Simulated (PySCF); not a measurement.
# A workflow on C4N2 (2-butynedinitrile)

Aim: a geometry optimisation (B97-D-D3(0)/4-31G), then the harmonic vibrations, then a single-point energy (DF-CCSD(T)/DZVP), then the vertical excitations (TDA-SVWN5/6-311+G*) of C4N2 (2-butynedinitrile). Input form: a Python script.

Program for the calculation: PySCF 2.14.0.

**1. The system as given**

C4N2 has 6 atoms, charge 0, and is taken as a singlet. SMILES: `N#CC#CC#N`. All atoms were displaced at random from a relaxed shape. The run starts from this shape.

Bond lengths: N1–C2 0.967 Å, C2–C3 1.567 Å, C3–C4 1.196 Å, C4–C5 1.455 Å, C5–N6 1.164 Å. Angles: N1–C2–C3 172.3°, C2–C3–C4 165.5°, C3–C4–C5 164.0°, C4–C5–N6 165.4°.

**2. A structure relaxation at B97-D-D3(0)/4-31G (density fitting) (run 1)**

The input, calc.py:

```python
# 2-butynedinitrile
from pyscf import gto, dft
from pyscf import df
from pyscf.geomopt.geometric_solver import kernel as optimise

system = gto.M(
    atom=[
    ('N', (-0.020362, -3.016532, 0.788903)),
    ('C', (0.009510, -2.093527, 0.500541)),
    ('C', (-0.111529, -0.570025, 0.155543)),
    ('C', (0.086674, 0.595515, -0.026110)),
    ('C', (0.080743, 1.948171, -0.562602)),
    ('N', (0.037667, 3.102155, -0.707053)),
],
    basis='4-31g',
    max_memory=1860,
    verbose=4,
)

ks = dft.RKS(system)
ks.xc = 'b97-d'
ks = ks.density_fit(auxbasis=df.aug_etb(system, beta=2.0))
ks.disp = 'd3zero'
converged, mol_eq = optimise(ks, maxsteps=100, convergence_set='GAU_TIGHT')
print('converged:', converged)
print(mol_eq.tostring())

ks.reset(mol_eq)
system = mol_eq
ks.kernel()
etot = ks.e_tot
print('E = %.10f Eh' % etot)
```

Started as:

```console
OMP_NUM_THREADS=1 python calc.py
```

What it wrote:

```text
PySCF version 2.14.0

[... 29 lines left out ...]
convergence_set           GAU_TIGHT
[... 48 lines left out ...]
WARN: Mole.unit (angstrom) is changed to Bohr
[... 153 lines left out ...]
converged SCF energy = -261.261607340294
[... 268 lines left out ...]
converged SCF energy = -261.291416365596
[... 256 lines left out ...]
converged SCF energy = -261.291595415546
[... 238 lines left out ...]
converged SCF energy = -261.291596378013
[... 237 lines left out ...]
converged SCF energy = -261.29159639488
[... 232 lines left out ...]
converged SCF energy = -261.29159644326
[... 81 lines left out ...]
converged SCF energy = -261.291596442282
E = -261.2915964423 Eh
```

It took 2.3 min on 1 thread of Intel Xeon at 2.50GHz (Skylake/Cascade Lake), shared host; peak memory 0.56 GiB.

Steps, from the record of the run:

```csv
step,energy from the first frame kept (eV),largest force (eV/Å)
0,0.0000,52.4027
1,-4.3254,15.0310
2,-4.9549,6.1700
3,-5.1200,1.2516
4,-5.1365,0.4248
5,-5.1401,0.3523
6,-5.1410,0.2049
7,-5.1414,0.0282
8,-5.1414,0.0091
9,-5.1414,0.0102
10,-5.1414,0.0096
11,-5.1414,0.0049
12,-5.1414,0.0036
13,-5.1414,0.0028
14,-5.1414,0.0019
15,-5.1414,0.0012
16,-5.1414,0.0012
```

After the run. Bond lengths: N1–C2 1.186 Å, C2–C3 1.357 Å, C3–C4 1.229 Å, C4–C5 1.357 Å, C5–N6 1.186 Å. Angles: N1–C2–C3 180.0°, C2–C3–C4 180.0°, C3–C4–C5 180.0°, C4–C5–N6 180.0°.

**3. Vibrational wavenumbers at B97-D-D3(0)/4-31G (density fitting) (run 2)**

The input, job.py:

```python
from pyscf import gto, dft, symm
from pyscf import df
from pyscf.hessian import thermo

mol = gto.M(
    atom=[
    ('N', (0.000000, 0.000000, -3.157511)),
    ('C', (0.000000, 0.000000, -1.971616)),
    ('C', (0.000000, 0.000000, -0.614549)),
    ('C', (0.000000, 0.000000, 0.614549)),
    ('C', (0.000000, 0.000000, 1.971616)),
    ('N', (0.000000, 0.000000, 3.157511)),
],
    verbose=4,
    basis='4-31g',
    charge=0,
    max_memory=1860,
)

mf = dft.RKS(mol, xc='b97-d')
mf = mf.density_fit(auxbasis=df.aug_etb(mol, beta=2.0))
mf.disp = 'd3zero'
mf.kernel()

etot = mf.e_tot
print(f'total energy: {etot:.8f} hartree')
hess = mf.Hessian().kernel()
modes = thermo.harmonic_analysis(mol, hess)
thermo.dump_normal_mode(mol, modes)
symm.geom.TOLERANCE = 1e-3  # for the symmetry number
th = thermo.thermo(mf, modes['freq_au'], 500, 101325)
thermo.dump_thermo(mol, th)
```

Started as:

```console
OMP_NUM_THREADS=1 python job.py
```

What it wrote:

```text
PySCF version 2.14.0

[... 76 lines left out ...]
converged SCF energy = -261.291596426705
total energy: -261.29159643 hartree
[... 3 lines left out ...]
WARN: DFTD3 does not support analytical Hessian, using finite difference
[... 1 line left out ...]
WARN: Mole.unit (angstrom) is changed to Bohr
[... 332 lines left out ...]
Gibbs free energy [Eh] -261.31481
```

It took 51 s on 1 thread of Intel Xeon at 2.50GHz (Skylake/Cascade Lake), shared host; peak memory 0.76 GiB.

**4. The energy at DF-CCSD(T)/DZVP (sfX2C) (run 3)**

The input, job.py:

```python
from pyscf import gto, cc

mol = gto.M(
    atom='''
N   -0.024743  -3.067031   0.794208
C   -0.010285  -1.917111   0.504700
C    0.006290  -0.601202   0.173443
C    0.021373   0.590638  -0.126510
C    0.037913   1.906538  -0.457834
N    0.052302   3.056451  -0.747395
''',
    max_memory=1860,
    charge=0,
    spin=0,
    verbose=4,
    basis='dzvp',
)

calc0 = mol.RHF()
calc0 = calc0.sfx2c1e()
calc0.kernel()

mycc = cc.CCSD(calc0, frozen=6).density_fit()
mycc.kernel()
e_t = mycc.ccsd_t()
etot = mycc.e_tot + e_t
print('E = %.10f Eh' % etot)
```

Started as:

```console
OMP_NUM_THREADS=1 python job.py
```

What it wrote:

```text
PySCF version 2.14.0

[... 64 lines left out ...]
converged SCF energy = -260.353532490173
[... 11 lines left out ...]
WARN: Even tempered Gaussians are generated as DF auxbasis for  N C
[... 25 lines left out ...]
WARN: Even tempered Gaussians are generated as DF auxbasis for  N C
[... 1 line left out ...]
Init t2, MP2 energy = -261.162919881332  E_corr(MP2) -0.809387391159325
Init E_corr(RCCSD) = -0.809387391177832
cycle = 1  E_corr(RCCSD) = -0.761596738680469  dE = 0.0477906525  norm(t1,t2) = 0.0969751
cycle = 2  E_corr(RCCSD) = -0.801440554956437  dE = -0.0398438163  norm(t1,t2) = 0.0434952
cycle = 3  E_corr(RCCSD) = -0.797839125174625  dE = 0.00360142978  norm(t1,t2) = 0.0194791
cycle = 4  E_corr(RCCSD) = -0.801661996697383  dE = -0.00382287152  norm(t1,t2) = 0.00980056
cycle = 5  E_corr(RCCSD) = -0.803547711976108  dE = -0.00188571528  norm(t1,t2) = 0.00354752
cycle = 6  E_corr(RCCSD) = -0.803498300744264  dE = 4.94112318e-05  norm(t1,t2) = 0.00122296
cycle = 7  E_corr(RCCSD) = -0.803375892157162  dE = 0.000122408587  norm(t1,t2) = 0.000443964
cycle = 8  E_corr(RCCSD) = -0.803392253002426  dE = -1.63608453e-05  norm(t1,t2) = 0.000166604
cycle = 9  E_corr(RCCSD) = -0.803381017817404  dE = 1.1235185e-05  norm(t1,t2) = 8.33293e-05
cycle = 10  E_corr(RCCSD) = -0.803385660386522  dE = -4.64256912e-06  norm(t1,t2) = 3.34439e-05
cycle = 11  E_corr(RCCSD) = -0.803386005457395  dE = -3.45070873e-07  norm(t1,t2) = 1.24972e-05
cycle = 12  E_corr(RCCSD) = -0.80338571231819  dE = 2.93139205e-07  norm(t1,t2) = 4.36884e-06
cycle = 13  E_corr(RCCSD) = -0.803385746450497  dE = -3.41323068e-08  norm(t1,t2) = 3.10402e-06
RCCSD converged
E(RCCSD) = -261.1569182366231  E_corr = -0.803385746450497
RCCSD(T) correction = -0.0414914707439762
E = -261.1984097074 Eh
```

It took 2.9 min on 1 thread of Intel Xeon at 2.50GHz (Skylake/Cascade Lake), shared host; peak memory 0.44 GiB.

**5. The vertical excitations at TDA-SVWN5/6-311+G(d) (sfX2C, Cartesian functions, spin of roots singlet) (run 4)**

The input, input.py:

```python
from pyscf import gto, dft, tdscf

mol = gto.M(
    atom='''
N   -0.024743  -3.067031   0.794208
C   -0.010285  -1.917111   0.504700
C    0.006290  -0.601202   0.173443
C    0.021373   0.590638  -0.126510
C    0.037913   1.906538  -0.457834
N    0.052302   3.056451  -0.747395
''',
    charge=0,
    verbose=4,
    basis='6-311+g*',
    max_memory=1860,
    cart=True,
)

mf = dft.RKS(mol, xc='svwn')
mf = mf.sfx2c1e()
mf.kernel()

e_final = mf.e_tot
print(f'total energy: {e_final:.8f} hartree')

td = tdscf.TDA(mf)
td.nstates = 4
td.kernel()
td.analyze()
roots = td.e * 27.211386
osc = td.oscillator_strength()
print('state   eV      nm      f')
for i, (w, f) in enumerate(zip(roots, osc), 1):
    print('%3d %9.4f %8.1f %9.5f' % (i, w, 1239.842 / w, f))
```

Started as:

```console
OMP_NUM_THREADS=1 python input.py
```

What it wrote:

```text
PySCF version 2.14.0

[... 60 lines left out ...]
WARN: 1 small eigenvectors of overlap matrix removed because of linear dependency between AOs.
[... 25 lines left out ...]
converged SCF energy = -259.74046827273
total energy: -259.74046827 hartree
[... 13 lines left out ...]
** Singlet excitation energies and oscillator strengths **
      18 -> 21        0.50000
      19 -> 20       -0.50000
      18 -> 20       -0.49978
      19 -> 21        0.49978
      18 -> 21       -0.49979
      19 -> 20       -0.49978
      17 -> 20        0.70033

** Transition electric dipole moments (AU) **
state          X           Y           Z        Dip. S.      Osc.
  1        -0.0000     -0.0000     -0.0000      0.0000      0.0000
  2         0.0000     -0.0000     -0.0000      0.0000      0.0000
  3        -0.0000     -0.0000     -0.0000      0.0000      0.0000
  4         0.0000      0.0000      0.0001      0.0000      0.0000

** Transition velocity dipole moments (imaginary part, AU) **
state          X           Y           Z        Dip. S.      Osc.
  1         0.0000     -0.0000     -0.0000      0.0000      0.0000
  2        -0.0000      0.0000      0.0000      0.0000      0.0000
  3         0.0000      0.0000      0.0000      0.0000      0.0000
  4         0.0000     -0.0000      0.0000      0.0000      0.0000

** Transition magnetic dipole moments (imaginary part, AU) **
state          X           Y           Z
  1         0.0000      0.0000      0.0000
  2         0.0000      0.0000      0.0000
  3         0.0000     -0.0000     -0.0000
  4         0.8469     -0.0346     -0.0952
state   eV      nm      f
  1    3.8885    318.9   0.00000
  2    4.1143    301.4   0.00000
  3    4.1143    301.4   0.00000
  4    5.8624    211.5   0.00000
```

It took 2.2 min on 1 thread of Intel Xeon at 2.50GHz (Skylake/Cascade Lake), shared host; peak memory 0.65 GiB.

The roots found:

```csv
excited state,energy (eV),strength
1,3.888,0.0000
2,4.114,0.0000
3,4.114,0.0000
4,5.862,0.0000
```

**6. What came out**

```
                                                                        quantity             value
                               run 1, B97-D-D3(0)/4-31G: total energy at the end     -261.29160 Eh
                                         run 1, B97-D-D3(0)/4-31G: dipole moment            0.00 D
                                           run 1, B97-D-D3(0)/4-31G: HOMO energy          -7.95 eV
                                           run 1, B97-D-D3(0)/4-31G: LUMO energy          -3.84 eV
                                         run 1, B97-D-D3(0)/4-31G: HOMO–LUMO gap           4.11 eV
                                     run 1, B97-D-D3(0)/4-31G: dispersion energy      -7.60 kJ/mol
                            run 2, B97-D-D3(0)/4-31G: lowest harmonic wavenumber          106 cm⁻¹
                           run 2, B97-D-D3(0)/4-31G: highest harmonic wavenumber         2316 cm⁻¹
                                     run 2, B97-D-D3(0)/4-31G: zero-point energy       70.0 kJ/mol
run 2, B97-D-D3(0)/4-31G: ideal-gas entropy at 500 K (symmetry number 2 as used)  79.5 cal/(mol K)
                                            run 3, DF-CCSD(T)/DZVP: total energy     -261.19841 Eh
                    run 3, DF-CCSD(T)/DZVP: dipole moment (Hartree–Fock density)            0.00 D
                     run 3, DF-CCSD(T)/DZVP: HOMO energy (Hartree–Fock orbitals)         -11.91 eV
                     run 3, DF-CCSD(T)/DZVP: LUMO energy (Hartree–Fock orbitals)           0.06 eV
                   run 3, DF-CCSD(T)/DZVP: HOMO–LUMO gap (Hartree–Fock orbitals)          11.96 eV
             run 3, DF-CCSD(T)/DZVP: correlation energy (6 core orbitals frozen)        -844.9 mEh
                                          run 3, DF-CCSD(T)/DZVP: (T) correction        -41.49 mEh
                                           run 3, DF-CCSD(T)/DZVP: T1 diagnostic             0.015
                    run 4, TDA-SVWN5/6-311+G*: ground-state or mean-field energy     -259.74047 Eh
              run 4, TDA-SVWN5/6-311+G*: dipole moment (SVWN5 Kohn–Sham density)            0.00 D
               run 4, TDA-SVWN5/6-311+G*: HOMO energy (SVWN5 Kohn–Sham orbitals)          -8.51 eV
               run 4, TDA-SVWN5/6-311+G*: LUMO energy (SVWN5 Kohn–Sham orbitals)          -4.62 eV
             run 4, TDA-SVWN5/6-311+G*: HOMO–LUMO gap (SVWN5 Kohn–Sham orbitals)           3.89 eV
                     run 4, TDA-SVWN5/6-311+G*: lowest singlet excitation energy           3.89 eV
```

What this shows: The optimisation (run 1, B97-D-D3(0)/4-31G) took 16 steps and changed the energy by -5.141 eV. Mulliken charges (run 1, B97-D-D3(0)/4-31G) run from -0.24 on N6 to +0.16 on C2; they depend strongly on the basis. All 13 modes (run 2, B97-D-D3(0)/4-31G) are real, so the shape is a minimum at this level. The triples (run 3, DF-CCSD(T)/DZVP) make up 4.9 % of the correlation energy. Mulliken charges (run 4, TDA-SVWN5/6-311+G*) of the mean-field density run from -2.19 on C2 to +2.50 on C3; in a basis this large or diffuse they mean little.
